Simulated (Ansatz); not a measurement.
A made-up structure of CHBN, doublet:

```xyz
4
angstrom
B 0.7686 0.1744 -0.2766
C -0.3637 0.1506 0.1243
N -1.7725 0.3007 0.6188
H 1.4458 -0.7300 -0.4912
```

It is relaxed with PBE-D4/def2-SVP and then PBE0-D4/def2-TZVP (Ansatz 0.2.0). Atoms count as bonded within 1.22 times the sum of their covalent radii (H–H: 0.88 Å). The end point is not checked to be a true minimum.

(1) Does its bonding change? (Judge from chemistry; the calculation decides.)

## Answers

(1) Computed: No: no bond forms or breaks.

Where it ends: The first stage lowers the energy by 4.41 eV in 8 steps. It ends as CHBN ([BH][C][N]):
```
atom    x (Å)    y (Å)    z (Å)
  B1   0.7922   0.1195  -0.2835
  C2  -0.5993   0.1785   0.2070
  N3  -1.6872   0.3264   0.5877
  H4   1.5724  -0.7287  -0.5360
```

Labels in which every atom is bracketed show which atoms are joined, not bond orders.

For scale, one of the runs: PBE0-D4/def2-TZVP relaxation, 99 basis functions, launched by `ansatz run in.yaml --threads 2 --pin off --events-out ev --progress --plain --max-ram 4352MiB`. Hardware: 2 CPU threads of an Arm Neoverse V1, shared host. Wall time about 8.5 s.
